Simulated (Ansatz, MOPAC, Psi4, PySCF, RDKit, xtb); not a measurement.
Complex: C5H10 (SMILES C1CCCC1) (first 15 atoms) with C5H12 (SMILES CC(C)(C)C); geometry from S66by8 set.
(charge 0, multiplicity 1):
```xyz
32

C      0.8051    -1.0090    -2.4572
H      0.8588    -1.1090    -3.5429
H      1.4966    -1.7312    -2.0252
C      1.1221     0.4380    -2.0452
H      1.8433     0.9032    -2.7144
H      1.5608     0.4528    -1.0478
C     -0.2394     1.1787    -2.0419
H     -0.2529     2.0139    -2.7396
H     -0.4436     1.5900    -1.0539
C     -1.2935     0.1168    -2.4056
H     -1.4684     0.1182    -3.4829
H     -2.2515     0.2910    -1.9177
C     -0.6417    -1.2071    -2.0086
H     -1.1192    -2.0746    -2.4619
H     -0.6808    -1.3323    -0.9247
C      0.0474     0.0923     2.1291
C     -0.0489    -0.0598     3.6448
H      0.9436    -0.0752     4.0971
H     -0.6079     0.7681     4.0832
H     -0.5561    -0.9884     3.9101
C      0.7615     1.3992     1.7935
H      0.8430     1.5327     0.7138
H      0.2180     2.2539     2.1990
H      1.7691     1.4099     2.2117
C     -1.3576     0.1122     1.5318
H     -1.3207     0.2294     0.4480
H     -1.9399     0.9396     1.9401
H     -1.8875    -0.8156     1.7531
C      0.8353    -1.0811     1.5518
H      0.3401    -2.0281     1.7720
H      0.9302    -0.9940     0.4686
H      1.8400    -1.1186     1.9755
```

```tsv
level	interaction energy (kcal/mol)	cost
MMFF94	1.78	-
GFN-FF	-1.25	-
AM1	-0.42	-
PM3	-2.67	-
GFN1-xTB	-0.65	-
HF/6-31G* (no counterpoise)	5.49	-
PBE/def2-TZVPPD	2.14	×1
BP86/6-31G* (no counterpoise)	3.32	-
r2SCAN-D3(BJ)/def2-TZVPPD	-1.33	×2
B3LYP/6-31G* (no counterpoise)	3.02	-
B3LYP/def2-TZVPPD	3.97	×2
B3LYP-D4/def2-TZVPPD	-1.25	×2
PBE0/def2-TZVPPD	2.06	×2
SAPT0/jun-cc-pV(D+d)Z	-0.36	-
```

Published value: -1.61 kcal/mol (computed benchmark interaction energy, Řezáč et al., J. Chem. Theory Comput. 7, 2427 (2011), S66x8).

The rows run from -2.67 (PM3) to 5.49 kcal/mol (HF/6-31G* (no counterpoise)). The dispersion term adds -5.21 in B3LYP-D4. The 3 functionals in def2-TZVPPD without D3 or D4 span 1.91, from PBE0 to B3LYP.

Counterpoise-corrected where a basis set is named; no monomer relaxation. Rows marked so take none.

Cores are frozen in the correlated methods. Rows in 6-31G* carry no dispersion term and start afresh at each structure (6-31G* with six Cartesian d functions). The state reached by AM1, PM3 isn't checked.

Run with Ansatz (Gaussian basis) for Hartree–Fock, density functionals and correlated methods; MOPAC for AM1, PM3 (differences of heats of formation); Psi4 for SAPT; PySCF for 6-31G* rows, the dispersion terms; RDKit for the force fields; xtb for the GFN methods. 

Costs are rough ratios of core time to PBE/def2-TZVPPD (about 80 s over the structures, on one shared machine); a dash marks a level with no comparable run of its own.

Ansatz is an electronic-structure program.
